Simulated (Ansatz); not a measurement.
Born–Oppenheimer molecular dynamics of H₆Si₂ (8 atoms, charge 0, multiplicity 1). It starts at the highest image of a converged band, a first-order saddle point between two minima.

Theory: RKS r2SCANh/def2-SVP (Ansatz).

| Property | Result |
| --- | --- |
| ensemble | NVE (velocity Verlet) |
| time step | 0.5 fs |
| steps asked | 200 |
| starting velocities drawn for | 100 K |
| seed | 6988 |

First frame:

```xyz
8
Properties=species:S:1:pos:R:3
Si 0.344 -0.009 -0.041
Si 1.037 0.011 2.213
H 0.134 -0.846 3.036
H 2.430 -0.514 2.334
H 1.002 1.398 2.762
H 1.444 -0.508 -0.917
H -0.029 1.368 -0.483
H -0.841 -0.901 -0.210
```

Problem. How far do the bonds stretch over the last three quarters of this one trajectory? (Pairs bonded in most of those frames.)

Solution. 
```tsv
bond	mean (Å)	spread (Å)	shortest	longest
Si1–Si2	2.353	0.006	2.34	2.36
Si1–H6	1.493	0.004	1.49	1.50
Si1–H7	1.493	0.009	1.48	1.51
Si1–H8	1.495	0.039	1.44	1.55
Si2–H3	1.494	0.019	1.47	1.52
Si2–H4	1.494	0.010	1.48	1.51
Si2–H5	1.493	0.017	1.47	1.52
```

Mean temperature of the second half: 80 K. The conserved energy stayed within 0.062 meV per atom of its start (net change 0.047 meV per atom), so the integration is sound. A run of 0.1 ps of so small a system gives no equilibrium averages. The orbitals stay closed-shell, which can raise the energy where a bond breaks towards radicals; this wasn't checked here.

The run took 8.5 min on 1 thread of Arm Neoverse V1 (shared host), peak memory 0.13 GiB.
